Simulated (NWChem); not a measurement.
System: isobutane (C4H10); SMILES CC(C)C

NWChem input:

```
start job
memory heap 200 mb stack 900 mb global 1100 mb
geometry units angstroms noautoz
  C      0.464538     1.377460    -0.095023
  C      0.000000     0.000000     0.367475
  C      0.960646    -1.091032    -0.095023
  C     -1.425185    -0.286428    -0.095023
  H      1.480257     1.603674     0.266181
  H      0.483350     1.435968    -1.196654
  H     -0.205690     2.172803     0.267624
  H      0.000000     0.000000     1.473591
  H      1.984548    -0.908269     0.267624
  H      1.001909    -1.136577    -1.196654
  H      0.648694    -2.083778     0.266181
  H     -1.778858    -1.264534     0.267624
  H     -2.128952     0.480103     0.266181
  H     -1.485260    -0.299390    -1.196654
end
basis spherical
  * library sto-3g
end
dft
  xc xcamb88 1.00 lyp 0.81 vwn_5 0.19 hfexch 1.00
  cam 0.33 cam_alpha 0.19 cam_beta 0.46
  iterations 150
  mulliken
end
task dft gradient
```

Parts of the log:

```
             Northwest Computational Chemistry Package (NWChem) 7.3.0
             --------------------------------------------------------

 C3V symmetry detected

                             Geometry "geometry" -> ""
                             -------------------------

 Output coordinates in angstroms (scale by  1.889725989 to convert to a.u.)

  No.       Tag          Charge          X              Y              Z
 ---- ---------------- ---------- -------------- -------------- --------------
    1 C                    6.0000     1.02790859     1.02790859    -0.09441947
    2 C                    6.0000     0.00000000     0.00000000     0.36807853
    3 C                    6.0000     0.37624066    -1.40414925    -0.09441947
    4 C                    6.0000    -1.40414925     0.37624066    -0.09441947
    5 H                    1.0000     2.03829892     0.78006102     0.26750603
    6 H                    1.0000     1.07136125     1.07136125    -1.19605047
    7 H                    1.0000     0.78006102     2.03829892     0.26750603
    8 H                    1.0000     0.00000000     0.00000000     1.47419453
    9 H                    1.0000     1.37518814    -1.69470212     0.26750603
   10 H                    1.0000     0.39214544    -1.46350669    -1.19605047
   11 H                    1.0000    -0.34359680    -2.15524916     0.26750603
   12 H                    1.0000    -2.15524916    -0.34359680     0.26750603
   13 H                    1.0000    -1.69470212     1.37518814     0.26750603
   14 H                    1.0000    -1.46350669     0.39214544    -1.19605047

 Effective nuclear repulsion energy (a.u.)     134.4069694900

      Symmetry information
      --------------------

 Group name             C3v
 Group number             17
 Group order               6
 No. of unique centers     5

                                 NWChem DFT Module
                                 -----------------

 Summary of "ao basis" -> "ao basis" (spherical)
 ------------------------------------------------------------------------------
       Tag                 Description            Shells   Functions and Types
 ---------------- ------------------------------  ------  ---------------------
 C                           sto-3g                  3        5   2s1p
 H                           sto-3g                  1        1   1s

      Symmetry analysis of basis
      --------------------------

        a1         10
        a2          2
        e          18

  Rotation of axis

            General Information
            -------------------
          SCF calculation type: DFT
          Wavefunction type:  closed shell.
          No. of atoms     :    14
          No. of electrons :    34
           Alpha electrons :    17
            Beta electrons :    17
          Charge           :     0
          Spin multiplicity:     1
          Use of symmetry is: on ; symmetry adaption is: on
          Maximum number of iterations: 150
          AO basis - number of functions:    30
                     number of shells:    22
          Convergence on energy requested:  1.00D-06
          Convergence on density requested:  1.00D-05
          Convergence on gradient requested:  5.00D-04

              XC Information
              --------------
                     Hartree-Fock (Exact) Exchange  1.000
                   CAM-Becke88 Exchange Functional  1.000
                      VWN V Correlation Functional  0.190 local
              Lee-Yang-Parr Correlation Functional  0.810

           Range-Separation Parameters
           ---------------------------
           Alpha           :  0.19
           Beta            :  0.46
           Gamma           :  0.33
           Short-Range HF  :     F

             Grid Information
             ----------------
          Grid used for XC integration:  medium
          Radial quadrature: Mura-Knowles
          Angular quadrature: Lebedev.
          Tag              B.-S. Rad. Rad. Pts. Rad. Cut. Ang. Pts.
          ---              ---------- --------- --------- ---------
          C                   0.70       49           9.0       434
          H                   0.35       45          11.0       434
          Grid pruning is: on
          Number of quadrature shells:   233
          Spatial weights used:  Erf1

      Superposition of Atomic Density Guess
      -------------------------------------

 Sum of atomic energies:        -153.37879180

      Non-variational initial energy
      ------------------------------

 Total energy =    -154.290367
 1-e energy   =    -475.063883
 2-e energy   =     186.366546
 HOMO         =      -0.240761
 LUMO         =       0.532388

      Symmetry analysis of molecular orbitals - initial
      -------------------------------------------------

  Numbering of irreducible representations:

     1 a1          2 a2          3 e

  Orbital symmetries:

     1 a1          2 e           3 e           4 a1          5 a1
     6 e           7 e           8 a1          9 a1         10 e
    11 e          12 e          13 e          14 a2         15 a1
    16 e          17 e          18 a1         19 e          20 e
    21 a1         22 e          23 e          24 a1         25 e
    26 e          27 a2

     ---------------------------------------------
      Total Density - Mulliken Population Analysis
     ---------------------------------------------

    Atom       Charge   Shell Charges
 -----------   ------   -------------------------------------------------------
    1 C    6     6.14   1.99  1.30  2.84
    2 C    6     5.94   1.99  1.27  2.68
    3 C    6     6.14   1.99  1.30  2.84
    4 C    6     6.14   1.99  1.30  2.84
    5 H    1     0.96   0.96
    6 H    1     0.97   0.97
    7 H    1     0.96   0.96
    8 H    1     0.98   0.98
    9 H    1     0.96   0.96
   10 H    1     0.97   0.97
   11 H    1     0.96   0.96
   12 H    1     0.96   0.96
   13 H    1     0.96   0.96
   14 H    1     0.97   0.97

   convergence    iter        energy       DeltaE   RMS-Dens  Diis-err
 ---------------- ----- ----------------- --------- --------- ---------
 d= 0,ls=0.0,diis     1   -156.4348651930 -2.91D+02  1.91D-02  2.01D-01
 d= 0,ls=0.0,diis     2   -156.4642142926 -2.93D-02  6.23D-03  2.17D-02
 d= 0,ls=0.0,diis     3   -156.4672564114 -3.04D-03  1.71D-03  2.49D-03
 d= 0,ls=0.0,diis     4   -156.4676867951 -4.30D-04  1.16D-04  5.07D-06
 d= 0,ls=0.0,diis     5   -156.4676877935 -9.98D-07  1.69D-05  3.31D-07
 d= 0,ls=0.0,diis     6   -156.4676878412 -4.77D-08  6.19D-07  2.32D-10

         Total DFT energy =     -156.467687841231
      One electron energy =     -475.878586874158
           Coulomb energy =      210.361287098504
    Exchange-Corr. energy =      -25.357357555539
 Nuclear repulsion energy =      134.406969489962

 Numeric. integr. density =       33.999938809937

                  Occupations of the irreducible representations
                  ----------------------------------------------

                     irrep           alpha         beta
                     --------     --------     --------
                     a1                6.0          6.0
                     a2                1.0          1.0
                     e                10.0         10.0

                       DFT Final Molecular Orbital Analysis
                       ------------------------------------

 Vector   15  Occ=2.000000D+00  E=-3.459424D-01  Symmetry=e
              MO Center=  2.6D-02,  7.8D-03,  1.1D-01, r^2= 2.9D+00
   Bfn.  Coefficient  Atom+Function         Bfn.  Coefficient  Atom+Function
  ----- ------------  ---------------      ----- ------------  ---------------
     9      0.384311   2 C  py                4     -0.343781   1 C  py
    14     -0.341096   3 C  py                3     -0.264235   1 C  px
    27      0.264033  11 H  s                28      0.248202  12 H  s
     8      0.229381   2 C  px               23     -0.207249   7 H  s
    19     -0.182233   4 C  py               18     -0.174065   4 C  px

 Vector   16  Occ=2.000000D+00  E=-3.459424D-01  Symmetry=e
              MO Center= -2.6D-02, -7.8D-03,  1.1D-01, r^2= 2.9D+00
   Bfn.  Coefficient  Atom+Function         Bfn.  Coefficient  Atom+Function
  ----- ------------  ---------------      ----- ------------  ---------------
    18     -0.395840   4 C  px                8      0.384311   2 C  px
    14      0.265785   3 C  py               25     -0.262955   9 H  s
    21     -0.245312   5 H  s                13     -0.236977   3 C  px
     3     -0.234292   1 C  px                9     -0.229381   2 C  py
    29      0.212006  13 H  s                19      0.170965   4 C  py

[...]

                         DFT ENERGY GRADIENTS

    atom               coordinates                        gradient
                 x          y          z           x          y          z
   1 C       1.942466   1.942466  -0.178427   -0.016775  -0.016775   0.011020
   2 C       0.000000   0.000000   0.695568   -0.000000   0.000000  -0.023612
   3 C       0.710992  -2.653457  -0.178427   -0.006140   0.022915   0.011020
   4 C      -2.653457   0.710992  -0.178427    0.022915  -0.006140   0.011020
   5 H       3.851826   1.474102   0.505513    0.003618   0.000591   0.000167
   6 H       2.024579   2.024579  -2.260208    0.000765   0.000765  -0.004152
   7 H       1.474102   3.851826   0.505513    0.000591   0.003618   0.000167
   8 H       0.000000   0.000000   2.785824    0.000000   0.000000   0.002004
   9 H       2.598729  -3.202523   0.505513    0.002838  -0.002320   0.000167
  10 H       0.741047  -2.765627  -2.260208    0.000280  -0.001045  -0.004152
  11 H      -0.649304  -4.072830   0.505513   -0.001297  -0.003428   0.000167
  12 H      -4.072830  -0.649304   0.505513   -0.003428  -0.001297   0.000167
  13 H      -3.202523   2.598729   0.505513   -0.002320   0.002838   0.000167
  14 H      -2.765627   0.741047  -2.260208   -0.001045   0.000280  -0.004152
```

Level: CAM-B3LYP/STO-3G. Coordinates come from a PBE0/def2-SVP optimisation.
